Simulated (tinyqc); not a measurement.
Orbital energy against energy difference: ionisation energy by orbital energies and by energy differences in the 6-31g basis, for CH4, spin multiplicity 1. Computed by the program tinyqc with PySCF. The cation is unrestricted; errors are against CCSD(T) in this basis, not against experiment.

Geometry (angstrom):
```
atom        x        y        z
C      0.0000   0.0000   0.0000
H      0.6040   0.6040   0.6040
H      0.6040  -0.6040  -0.6040
H     -0.6040   0.6040  -0.6040
H     -0.6040  -0.6040   0.6040
```

CCSD(T) difference in the same basis = 14.2836 eV

IP-EOM-CCSD = 14.2296 eV

First vertical ionisation energy (eV):
```
method     -e(HOMO)  E(cation) - E  error of -e(HOMO)  error of the difference
HF          15.0859      13.688455             0.8023                  -0.5951
LDA          9.4584      14.500245            -4.8251                   0.2167
PBE          9.4581      14.399469            -4.8255                   0.1159
B3LYP       10.8237      14.563859            -3.4599                   0.2803
CAM-B3LYP   12.5957      14.574713            -1.6879                   0.2911
LC-wPBE     14.1244      14.635627            -0.1591                   0.3521
```

Estimate the missing row, method = PBE0.

Computed row:
```
method  -e(HOMO)  E(cation) - E  error of -e(HOMO)  error of the difference
PBE0     11.1047      14.513271            -3.1789                   0.2297
```

Koopmans errs by +0.80 eV and Delta-HF by -0.60 eV: relaxation, 1.40 eV, lowers the value and the missing correlation difference works against it. The PBE level is off by -4.8 eV through the wrong tail of its potential, though its energy difference is off by +0.12 eV; exact exchange deepens the level, and among the orbital energies LC-wPBE comes closest; among the differences PBE does.
